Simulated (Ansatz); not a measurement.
`C=CF`. Charge 0, multiplicity 1.

```xyz
6

C    -0.360    0.602   -0.020
C     0.286   -0.545   -0.044
F     1.125   -0.914    0.928
H    -0.240    1.302    0.796
H    -1.027    0.849   -0.834
H     0.216   -1.294   -0.825
```

Q: What are the harmonic wavenumbers in cm⁻¹ at PBE0-D4/def2-TZVP (Ansatz, finite differences of forces, unscaled)? (Best estimate.)

A: Computed: 488, 737, 892, 948, 973, 1190, 1335, 1410, 1732, 3185, 3213, 3286.

Q: Is this a minimum?

A: Yes, all 12 modes are real.

Q: Give the ideal-gas thermochemistry at 298.15 K and 1 bar (rigid rotor, harmonic oscillator; point group Cs, symmetry number 1).

A: Zero-point energy 116.0 kJ/mol; H(298) − E = 127.2 kJ/mol; entropy 252.2 J/(mol·K), of which translation 156.6, rotation 89.7, vibration 5.9; G(298) − E = 52.0 kJ/mol.

Q: And at 400, 500, 600, 800 and 1000 K?

A: 
```tsv
T (K)	H − E (kJ/mol)	S (J/mol/K)	G − E (kJ/mol)
400	132.8	268.3	25.5
500	139.4	282.9	-2.0
600	146.9	296.5	-31.0
800	163.8	320.8	-92.8
1000	182.9	342.0	-159.1
```

Q: Rotational constants (cm⁻¹)?

A: 2.202, 0.3568, 0.3071.
